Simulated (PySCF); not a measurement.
## Computed data sheet: `O=P(O)(O)O` (phosphoric acid)

Phosphoric acid, H₃O₄P.
Atom-mapped SMILES: `[O:1]=[P:2]([OH:3])([OH:4])[OH:5]` (hydrogens: H6 on O3; H7 on O4; H8 on O5)

**GFN2-xTB geometry**

- Rotational constants A, B, C of the GFN2-xTB geometry: 4.637, 4.517, 4.364 GHz

From CAM-B3LYP/def2-SVPD ground state and vertical TDDFT (core frozen in the response) (PySCF):

- Dipole moment: 2.63 D
- HOMO energy: -10.57 eV
- LUMO energy: 0.34 eV
- HOMO–LUMO gap: 10.91 eV
- Lowest singlet excitation: 7.76 eV (160 nm, f = 0.029)
- Lowest triplet excitation (Tamm–Dancoff): 7.52 eV
- Static isotropic polarisability: 36.9 au
- Electronic spatial extent ⟨r²⟩ about the centre of nuclear charge: 402 bohr²

From PBE0/pcSseg-1 ground state and GIAO shieldings, non-relativistic (PySCF):

- Lowest Hirshfeld atomic charge: -0.40 e on O1
- Highest Hirshfeld atomic charge: +0.56 e on P2
- 1H chemical shifts (computed TMS as zero) by class: 3.20 (H6/H7/H8) ppm
- Isotropic shieldings of nuclei other than C and H, by class: 194 (O1), 230 (O3/O4/O5), 318 (P2) ppm
- Mayer bond orders between heavy atoms: O1–P2 1.91, P2–O3 1.06, P2–O4 1.05, P2–O5 1.08

Monoisotopic mass (most abundant isotopes): 97.9769 u.

In wavenumbers S1 is 62600 cm⁻¹ (1 eV = 8065.54 cm⁻¹). The principal polarisabilities are 35.4, 36.6 and 38.8 au; their mean is the isotropic value. S1 lies 3.15 eV below the HOMO–LUMO gap; its leading configuration is HOMO→LUMO, weight 0.91. The largest Löwdin shares of the HOMO are 0.70 on O1, 0.10 on O4, 0.10 on O3 and 0.09 on P2. In atomic units the dipole is 1.04 e·bohr (1 au = 2.5417 D).

One conformer (not necessarily the lowest) at the GFN2-xTB geometry, without solvent or vibrations. NMR classes are plain means over equivalent atoms (diastereotopic ones count apart unless rotation or inversion swaps them), as if these changed places fast; in this geometry the members of some classes differ.

Conformer computed: `[O:1]=[P:2]([OH:3])([OH:4])[OH:5]`: H–O3–P2–O1 18°, H–O4–P2–O1 2°, H–O5–P2–O1 178°.
